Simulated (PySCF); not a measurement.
# Computed NMR parameters against published values

Numbering as in the mapped SMILES `[SH:1][c:2]1[cH:3][cH:4][s:5][cH:6]1`. Each H is labelled by its parent atom.

Published estimates (parent shift plus substituent increments) and measurements: δ 1H H(C4) 7.10; H(C6) 6.98; H(C3) 6.76 ppm (estimated from measurements, as parent shift plus tabulated substituent increment; solution, not stated per compound (mostly CDCl3 or CCl4); Pretsch, Buehlmann, Badertscher, Structure Determination of Organic Compounds, 4th ed. (2009)).

Level of theory: structure optimised with PBE0-D3(BJ)/def2-SVP, σ from GIAO-PBE0/pcSseg-1, in PySCF 2.14.0 with density-fitted response routines (non-relativistic, one computed conformer, no solvent).

Problem. Set the calculated values beside the experiment.

Solution. 
Reference values: estimated from measurements, as parent shift plus tabulated substituent increment (solution, not stated per compound (mostly CDCl3 or CCl4); Pretsch, Buehlmann, Badertscher, Structure Determination of Organic Compounds, 4th ed. (2009)).
```tsv
atoms	quantity	reference	computed	computed, scaled
H(C4)	δ 1H	7.10	7.12	6.97
H(C6)	δ 1H	6.98	7.17	7.01
H(C3)	δ 1H	6.76	7.04	6.89
```

Computed shifts are σ(ref) − σ with the named reference compound (TMS for H and C) calculated as an isolated molecule at the same level. The measured values may be among those fitted. Scaled to experiment by linear calibration (H and C: mostly CDCl3 data, vs TMS): 1H (scatter 0.21 ppm rms). A few per cent of atoms miss by over 2 rms, more outside the fitted compound classes. Hydrogens on heteroatoms aren't scaled, only referred to computed TMS.

Problem. How far are the unscaled 1H shifts from the references?

Solution. Mean signed difference +0.16 ppm, mean absolute 0.16 ppm over 3 comparisons; the largest is +0.28 ppm at H(C3) (hydrogen on an aromatic CH).
